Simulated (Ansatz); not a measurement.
# CH2AlN: the cost of one run

All numbers are computed with the Python package of Ansatz 0.2.0. Level of theory: Hartree-Fock/6-31G*.

## (1) The system

Bond lengths: N1–C2 1.219 Å, C2–Al3 1.968 Å, Al3–H4 1.506 Å, Al3–H5 1.598 Å. Angles: N1–C2–Al3 178.7°, C2–Al3–H4 119.6°, C2–Al3–H5 118.5°, H4–Al3–H5 121.5°.

No structure file is read: the coordinates are typed or built in the script.

## (2) The code

Input file run_scan.py:

```python
'''Potential curve of CH2AlN along one bond.'''

import logging
import sys

import ansatz
import numpy as np

logging.basicConfig(stream=sys.stdout, format='%(levelname)s:%(name)s:%(message)s')
log = logging.getLogger('run')
log.setLevel(logging.INFO)

mol = (
    ansatz.Crystal.molecule()
    .atom('N', [1.441, -1.405, 1.4268])
    .atom('C', [0.7124, -0.711, 0.7386])
    .atom('Al', [-0.4514, 0.3868, -0.4078])
    .atom('H', [-1.5963, -0.259, -1.1423])
    .atom('H', [-0.0558, 1.9145, -0.6567])
)

symbols = [site.symbol for site in mol.cartesian_sites]
start = np.array([site.position_ang for site in mol.cartesian_sites])
axis = (start[1] - start[2]) / np.linalg.norm(start[1] - start[2])
moving = [0, 1]
lengths, energies = [1.732, 1.811, 1.889, 1.968, 2.047, 2.126, 2.204, 2.322], []
for length in lengths:
    xyz = start.copy()
    xyz[moving] += (length - np.linalg.norm(start[1] - start[2])) * axis
    point = ansatz.Crystal.molecule()
    for symbol, xyz in zip(symbols, xyz):
        point = point.atom(symbol, xyz.tolist())
    calculation = (
        point.calculation()
        .basis(gaussian='6-31G*')
        .functional('hf')
    )
    rep = calculation.run().report
    energies.append(rep['free_energy_ev'])
    log.info(f'r = {length:6.3f} A  E = {energies[-1]:.5f} eV  <S^2> = {abs(rep["mean_field"]["state"]["spin_squared"]):.3f}')

# quartic fit about the minimum
fit = np.polynomial.Polynomial.fit(lengths, np.array(energies) - min(energies), 4).convert()
roots = [r.real for r in fit.deriv().roots() if abs(r.imag) < 1e-9 and fit.deriv(2)(r.real) > 0]
r_e = min(roots, key=lambda r: abs(r - lengths[int(np.argmin(energies))]))
log.info(f'minimum of the fit at {r_e:.4f} A, force constant {fit.deriv(2)(r_e):.2f} eV/A^2')
```

## (3) The input behind the calls

The engine receives this input (first run):

```yaml
crystal:
  periodic: [false, false, false]
  atoms:
    - { symbol: "N", position_ang: [1.301332292002196, -1.2732529559718255, 1.2892204670487346] }
    - { symbol: C, position_ang: [0.5727322920021958, -0.5792529559718256, 0.6010204670487346] }
    - { symbol: Al, position_ang: [-0.4514, 0.3868, -0.4078] }
    - { symbol: H, position_ang: [-1.5963, -0.259, -1.1423] }
    - { symbol: H, position_ang: [-0.0558, 1.9145, -0.6567] }
basis:
  gaussian:
    orbitals: "6-31G*"
hamiltonian:
  xc: hf
```

## (4) Launch

Run with:

```sh
$ python run_scan.py
```

What time and memory should one allow on 1 thread of Intel Xeon 6975P-C (Granite Rapids), shared host?

About 1.8 s, with a peak of 0.16 GiB.
